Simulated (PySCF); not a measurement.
C4H5OP.
Bonds: O1–P2 (double), P2–C3, C3–C4 (double), C4–C5, C5–C6 (double), P2–C6. Hydrogens: H7 on P2; H8 on C3; H9 on C4; H10 on C5; H11 on C6.

Method used: PySCF, PBE0/cc-pVDZ geometry optimisation, gas phase.

(1) What internal coordinates does the optimisation give?

Results:

(1) 
| bond | length (Å) |
| --- | --- |
| O1=P2 | 1.508 |
| P2–C3, P2–C6 | 1.821 |
| C3=C4, C5=C6 | 1.344 |
| C4–C5 | 1.479 |
| P2–H7 | 1.438 |
| C3–H8, C6–H11 | 1.090 |
| C4–H9, C5–H10 | 1.093 |

Bonds in one row agree within 0.01 Å and their mean is given. A selection of angles:
| angle | degrees |
| --- | --- |
| O1–P2–C3 | 121.5 |
| O1–P2–H7 | 115.4 |
| C3–P2–C6 | 92.1 |
| C3–P2–H7 | 100.9 |
| P2–C3–C4 | 108.8 |
| P2–C3–H8 | 125.1 |
| C4–C3–H8 | 126.2 |
| C3–C4–C5 | 115.2 |
| C3–C4–H9 | 124.0 |
| C5–C4–H9 | 120.8 |

Dihedral angles: O1–P2–C3–C4 133° (anticlinal); P2–C3–C4–C5 -2° (synperiplanar); C3–C4–C5–C6 0° (synperiplanar); C4–C5–C6–P2 2° (synperiplanar); O1–P2–C6–C5 -133° (anticlinal).

The C–C distances run from 1.344 Å (C3=C4, drawn double) to 1.479 Å (C4–C5, drawn single), a spread of 0.135 Å. The 5-membered ring P2–C3–C4–C5–C6 has internal angles of 92.1° to 115.2°; it is almost planar, 0.02 Å rms from its mean plane, widest ring torsion 3°. P2 (phosphoryl phosphorus) has angles from 92.1° to 121.7°.

Point group: Cs (every atom within 0.08 Å of its image). No frequency check.
